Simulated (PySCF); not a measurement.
Method: B3LYP-D3(BJ)/def2-TZVP // BP86-D3(BJ)/def2-SVP (PySCF 2.14.0). All species are isolated molecules in the gas phase. B3LYP has the VWN-RPA correlation part, as in Gaussian. 

Reference species (SMILES): `N` (neutral, multiplicity 1).

```yaml
dipole_moment: 1.83 D
HOMO–LUMO gap: 8.05 eV
HOMO: -7.52 eV
```

Changed species: `CN(C)C` (free base N(CH3)3; the reference has free base NH3).

Question: Give the shifts of the dipole moment, HOMO–LUMO gap and HOMO.

Answer: the dipole moment falls by 1.40 D, to 0.43 D; the HOMO–LUMO gap decreases by 1.33 eV, to 6.72 eV; the HOMO increases by 1.58 eV, to -5.94 eV.
